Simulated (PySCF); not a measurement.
**Orbital energies and ionisation energy**

C5H13N.
Atom-mapped SMILES: `[CH3:1][CH:2]([CH3:3])[N:4]([CH3:5])[CH3:6]` (hydrogens: H7, H8, H9 on C1; H10 on C2; H11, H12, H13 on C3; H14, H15, H16 on C5; H17, H18, H19 on C6)

Cartesian coordinates in Å at the PBE0-D3(BJ)/def2-SVP level; atoms count from 1:
```
atom  x, y, z in Å
C1     1.0615    1.2365    0.4504
C2     0.7823   -0.1750   -0.0748
C3     1.2142   -0.3187   -1.5288
N4    -0.5884   -0.6359    0.1180
C5    -0.9101   -0.9766    1.4766
C6    -1.6146    0.1577   -0.5050
H7     2.1363    1.4673    0.3959
H8     0.5304    1.9979   -0.1429
H9     0.7503    1.3486    1.5005
H10    1.4023   -0.8755    0.5127
H11    0.7002    0.4021   -2.1844
H12    0.9938   -1.3323   -1.8936
H13    2.2943   -0.1337   -1.6293
H14   -0.1518   -1.6627    1.8858
H15   -1.8821   -1.4948    1.5121
H16   -0.9825   -0.1044    2.1666
H17   -1.3754    0.3461   -1.5616
H18   -1.7902    1.1432   -0.0174
H19   -2.5706   -0.3898   -0.4809
```

Level: PBE0/def2-SVPD (PySCF). Frontier orbitals with their largest atomic shares (Löwdin; up to four atoms above 4 %):

```
orbital  ε (eV)                            main atoms
 HOMO−3   -9.83    C3 17 %, N4 14 %, C2 12 %, C1 10 %
 HOMO−2   -9.55     C3 22 %, C2 18 %, C1 17 %, H9 9 %
 HOMO−1   -9.18   C2 25 %, H10 16 %, C3 15 %, C1 12 %
   HOMO   -5.89                                     ?
   LUMO    0.68     C1 12 %, C5 12 %, C6 10 %, C3 9 %
 LUMO+1    1.43    C5 16 %, C3 14 %, H11 9 %, H15 9 %
 LUMO+2    1.48  C6 16 %, H10 13 %, H18 10 %, H19 9 %
```

Problem. What vertical ionisation energy does ΔSCF give, and how far is −ε(HOMO) from it?

Solution. ΔSCF: 7.83 eV (756 kJ/mol; threshold wavelength 158 nm); ⟨S²⟩ of the doublet left behind is 0.755, against 0.75 for a pure doublet. −ε(HOMO) is 5.89 eV, 1.94 eV below it. For the exact functional −ε(HOMO) would equal the first vertical ionisation energy; PBE0 (global hybrid, 25 % exact exchange) falls short of its own ΔSCF value by 25 %. Holes in the HOMO−1 and HOMO−2 were tried too where these lie within 1.2 eV of the HOMO; the lowest converged state counts.

Problem. On which atoms does the HOMO lie?

Solution. N4 (tertiary amine nitrogen) 56 %, C5 (N-methyl carbon) 8 %, C6 (N-methyl carbon) 8 %, C2 (sp3 carbon bound to nitrogen) 5 %, so more than half of it is on one atom. The HOMO−1 lies 3.29 eV lower.

Problem. Shift the occupied levels rigidly so that −ε(HOMO) equals the ΔSCF value. What binding energies result?

Solution. The shift is +1.94 eV: HOMO 7.83, HOMO−1 11.12, HOMO−2 11.49, HOMO−3 11.77 eV. A rigid shift is only a rough guide to the deeper ionisations.

Problem. What total energies stand behind the ΔSCF value?

Solution. E(N) = -252.62125 Eh and E(N − 1) = -252.33333 Eh at the same geometry, 0.28792 Eh apart.

Problem. What kinetic energy would electrons from this vertical process carry with Lyman-α light (10.199 eV)?

Solution. 10.20 − 7.83 = 2.37 eV.

Problem. With α = 73.0 au, estimate the like-pair dispersion coefficient by London's formula C6 = (3/4)α²I.

Solution. I = 0.2879 Eh, so C6 ≈ 1150 au, a rough estimate.

One conformer (not necessarily the lowest) at the PBE0-D3(BJ)/def2-SVP geometry, without solvent, vibrations or thermal averaging.
